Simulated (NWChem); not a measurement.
# NO cation

```xyz
2

N      0.0000     0.0000    -0.5733
O      0.0000     0.0000     0.5031
```
Atoms are numbered in this order, from 1.

Results from NWChem. All runs use the structure optimised with PBE-D3(BJ)/def2-SVP. Core excitations by TDA in a window of 1s orbitals, non-relativistic and unshifted: absolute energies depend strongly on the exact-exchange share.

```tsv
level	first 1s excitation (eV)	dipole oscillator strength of the first	first state with f > 0.002 (eV)	dipole oscillator strength of that state
N K edge, PBE/cc-pVTZ	383.6	0.0612	383.6	0.0612
N K edge, PBE0/def2-TZVP	…	…	…	…
O K edge, PBE/cc-pVTZ	513.2	0.0393	513.2	0.0393
O K edge, BHandHLYP/def2-TZVP	532.1	0.0599	532.1	0.0599
```

Task: What belongs in the gaps?

Result: 
- N K edge, PBE0/def2-TZVP, first 1s excitation (eV): 390.9
- N K edge, PBE0/def2-TZVP, dipole oscillator strength of the first: 0.0769
- N K edge, PBE0/def2-TZVP, first state with f > 0.002 (eV): 390.9
- N K edge, PBE0/def2-TZVP, dipole oscillator strength of that state: 0.0769
